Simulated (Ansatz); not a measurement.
This script makes a test of scalar relativity of Cl₂ with Ansatz 0.2.0, Python API.

`cl2_x2c.py`:
```python
"""Scalar relativity in Cl2."""

import ansatz as az
import numpy as np

geometry_ang = [
    ("Cl", [0.85985, -0.28631, 0.44086]),
    ("Cl", [-0.85985, 0.28631, -0.44086]),
]
geometry = az.Crystal.molecule()
for symbol, xyz in geometry_ang:
    geometry = geometry.atom(symbol, xyz)

calculation = geometry.calculation().functional("b3lyp").forces()
# a set contracted for a scalar-relativistic Hamiltonian goes with the relativistic run
sets = {"none": "cc-pVTZ", "scalar": "cc-pVTZ-DK"}
found = {kind: calculation.basis(gaussian=basis).pseudopotentials(relativity=kind).run().report for kind, basis in sets.items()}
for kind, each in found.items():
    dipole = 4.803205 * np.linalg.norm(each["charge_distribution"]["dipole_moment_e_ang"])
    print(f"{kind:7s} E = {each['free_energy_ev']:.4f} eV  dipole {dipole:.3f} D  largest force component {np.abs(each['forces_ev_ang']).max():.4f} eV/A")
print(f"relativity lowers the total energy by {found['none']['free_energy_ev'] - found['scalar']['free_energy_ev']:.3f} eV")
```

What does scalar relativity change in the total energy and in the dipole?

The total moves by -77.3 eV, nearly all in the cores, and the dipole from 0.00 to 0.00 D.

The output:

`python cl2_x2c.py` gives:
```text
none    E = -25046.3183 eV  dipole 0.000 D  largest force component 0.1230 eV/A
scalar  E = -25123.6032 eV  dipole 0.000 D  largest force component 0.1363 eV/A
relativity lowers the total energy by 77.285 eV
```

What to keep in mind:
- Total energies depend on the basis set; only differences at equal settings carry meaning.
- The geometry is a force-field or estimated start, not a minimum of this method. The basis set changes with the Hamiltonian (a set recontracted for scalar relativity), and most of the change in the total lies in the cores.
- b3lyp holds the VWN-RPA fit, as in Gaussian; the form of ORCA and Turbomole is b3lyp5.
- Run time: 3.9 s on 1 thread of Arm Neoverse N1, on a shared host, peak memory 0.18 GiB.
